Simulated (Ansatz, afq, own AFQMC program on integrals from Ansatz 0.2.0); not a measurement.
# Atomization energy of C2H4FNSi, singlet

| atom | x (Å) | y (Å) | z (Å) |
| --- | --- | --- | --- |
| C | -0.7232 | -1.0217 | -0.1389 |
| Si | 0.6388 | 0.1257 | 0.3593 |
| F | 2.0432 | -0.3357 | -0.3060 |
| C | 0.2841 | 1.8270 | -0.3091 |
| N | 0.0316 | 2.8814 | -0.7201 |
| H | -0.5248 | -2.0401 | 0.2285 |
| H | -1.6829 | -0.6824 | 0.2814 |
| H | -0.8178 | -1.0566 | -1.2346 |
| H | 0.8397 | 0.2562 | 1.8223 |

Atoms in their ground-state spins without spin–orbit coupling (mostly on UHF) minus the molecule (RHF), without zero-point energy. The geometry is a stationary point, not shown to be a minimum.

Basis def2-SVP. Noble-gas cores (and the filled d shells of Ga–Kr and In–Xe) are frozen. Integrals, coupled cluster, full CI and functionals: Ansatz 0.2.0; the random walks run on the same integrals in our own AFQMC program. ph-AFQMC/CISD is guided by a CISD state made of CCSD amplitudes; releasing the constraint for a short imaginary time cuts its bias at the price of noise, slowly where states lie close. ± is one standard error of the sampling. The errors of all members are added in quadrature.

No full CI on the walks' own integrals is used here. The released AFQMC energy serves as the reference, which it does only where one determinant dominates, the energy is flat over the last release times and near the phaseless one (40 meV or 2 meV an electron, half that with transition metals). On small molecules, where full CI could be run and the noise was under 10 meV, such values lay within 10 meV of it in 19 cases of 20, a flattering rate, since the rule was set on those same cases; what remains of the bias isn't in the error bar. Each member takes its own surest rung, up to full CI.

The best estimate is CCSD(T) at the basis-set limit (CBS: def2-TZVPP and def2-QZVPP, with their diffuse functions for anions and beside diffuse sets, CCSD(T) itself extrapolated) plus the step from CCSD(T) to AFQMC with the constraint released in def2-SVP. Rows without CBS are in def2-SVP, the functionals in def2-TZVP; B2PLYP and the wave-function rows carry a basis error of their own. Core correlation and relativity beyond core potentials are missing, and ± holds the sampling alone.

Cautions: C₂H₄FNSi (singlet): the released value is read at 0.90 1/Eh with a noise of 12 meV, more than in the cases checked (meV from the phaseless value at times in 1/Eh: 4 ± 10 at 0.21, -6 ± 9 at 0.42, -5 ± 10 at 0.63, 0 ± 12 at 0.90); other spins of the molecule weren't checked.

Problem. Estimate: order these levels by their error in the atomization energy against the best estimate, smallest first.
A. HF/CBS
B. r2SCAN
C. MP2
D. B2PLYP

Solution. B (5.8 kcal/mol), D (10.6 kcal/mol), C (35.7 kcal/mol), A (250.0 kcal/mol).

Best estimate: 898.1 ± 0.3 kcal/mol.

Best estimates are given only where the step beyond CCSD(T) is under 0.3 eV and no member's determinant is very poor (T1 over 0.05, or 0.07 for open shells, ⟨S²⟩ too high by 0.3, two states mixed), so the hardest cases are missing from such tables.

The functionals ran in a triple-zeta set and keep a basis error of their own, a few kJ/mol for each bond in atomization energies and more for double hybrids, so close places among them and the extrapolated levels can swap.

Each member of a difference takes its own highest rung, so a best estimate needn't equal the limit plus the step of one row. Released energies are given only where the last usable release times agree within the noise; a slower fall can still hide under it.
